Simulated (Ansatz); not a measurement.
Relaxation of CH3OS (6 atoms, charge -1, multiplicity 1), to a largest force component of 0.015 eV/Å in at most 40 steps.

Method: RKS PBE0-D4/def2-SVPD (Ansatz).

```xyz
6
Properties=species:S:1:pos:R:3
C -0.817 0.233 -0.807
S 0.687 -0.354 -0.559
O 1.488 -1.316 -2.073
H -1.688 -0.296 -0.435
H -0.971 1.277 -1.057
H 2.079 -0.651 -2.428
```

Q: Where does it end, and by what steps?

A: It converged. Limits of this set-up: the dipole of an ion depends on the origin. After 6 steps the energy has fallen by 0.145 eV; H6 moved furthest, 0.27 Å.

```json
{"step": "0", "energy less start (eV)": "0.0000", "largest force component (eV/Å)": "0.604", "accepted": "yes"}
{"step": "1", "energy less start (eV)": "-0.0798", "largest force component (eV/Å)": "1.248", "accepted": "yes"}
{"step": "2", "energy less start (eV)": "-0.1374", "largest force component (eV/Å)": "0.590", "accepted": "yes"}
{"step": "3", "energy less start (eV)": "-0.1440", "largest force component (eV/Å)": "0.124", "accepted": "yes"}
{"step": "4", "energy less start (eV)": "-0.1443", "largest force component (eV/Å)": "0.039", "accepted": "yes"}
{"step": "5", "energy less start (eV)": "-0.1445", "largest force component (eV/Å)": "0.036", "accepted": "yes"}
{"step": "6", "energy less start (eV)": "-0.1446", "largest force component (eV/Å)": "0.010", "accepted": "yes"}
```

```xyz
6
Properties=species:S:1:pos:R:3
C -0.747 0.265 -0.673
S 0.746 -0.385 -0.419
O 1.473 -1.307 -1.989
H -1.651 -0.359 -0.622
H -0.868 1.237 -1.174
H 1.827 -0.560 -2.482
```

Run time: 12 s on 1 thread of Intel(R) Xeon(R) 6975P-C (Granite Rapids) (shared host), peak memory 0.2 GiB.
